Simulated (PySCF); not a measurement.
Boron: a sound run and one with changed settings

Sound run: B [He] 2s2 2p1, B⁺ [He] 2s2. Computed with PySCF 2.14 in def2-SVP, with no relativity, point nucleus. In the sound run the correlated levels freeze 1s2. The sound run starts from symmetry-adapted Hartree-Fock orbitals and uses a fine grid where one is needed.

A second run was set up differently.

```json
{"species": "B", "method": "UHF", "sound run (hartree)": "-24.50055", "changed run (hartree)": "-24.50055", "converged": "yes"}
{"species": "B", "method": "M06-L", "sound run (hartree)": "-24.62138", "changed run (hartree)": "-24.62138", "converged": "yes"}
{"species": "B", "method": "LDA", "sound run (hartree)": "-24.32443", "changed run (hartree)": "-24.32443", "converged": "yes"}
{"species": "B", "method": "MP2", "sound run (hartree)": "-24.53643", "changed run (hartree)": "-24.52299", "converged": "yes"}
{"species": "B", "method": "CCSD(T)", "sound run (hartree)": "-24.55830", "changed run (hartree)": "-24.55830", "converged": "yes"}
{"species": "B⁺", "method": "UHF", "sound run (hartree)": "-24.20194", "changed run (hartree)": "-24.20194", "converged": "yes"}
{"species": "B⁺", "method": "M06-L", "sound run (hartree)": "-24.30419", "changed run (hartree)": "-24.30419", "converged": "yes"}
{"species": "B⁺", "method": "LDA", "sound run (hartree)": "-24.00450", "changed run (hartree)": "-24.00450", "converged": "yes"}
{"species": "B⁺", "method": "MP2", "sound run (hartree)": "-24.23480", "changed run (hartree)": "-24.22128", "converged": "yes"}
{"species": "B⁺", "method": "CCSD(T)", "sound run (hartree)": "-24.26125", "changed run (hartree)": "-24.26125", "converged": "yes"}
```

Ionisation energy of B:

```csv
method,sound run (eV),changed run (eV)
UHF,8.126,8.126
M06-L,8.631,8.631
LDA,8.706,8.706
MP2,8.208,8.210
SCS-MP2,8.169,8.190
CCSD,8.060,8.060
CCSD(T),8.083,8.083
```

(1) What was changed?
A. too few SCF iterations
B. all electrons correlated in a valence basis
C. level shift left on
D. minimal basis

Answers

(1) C. It used initial guess minao, at most 50 SCF cycles, level shift 0.5 hartree. A level shift leaves the converged SCF energy unchanged but raises the virtual orbital energies, which shrinks MP2 if it is not removed.
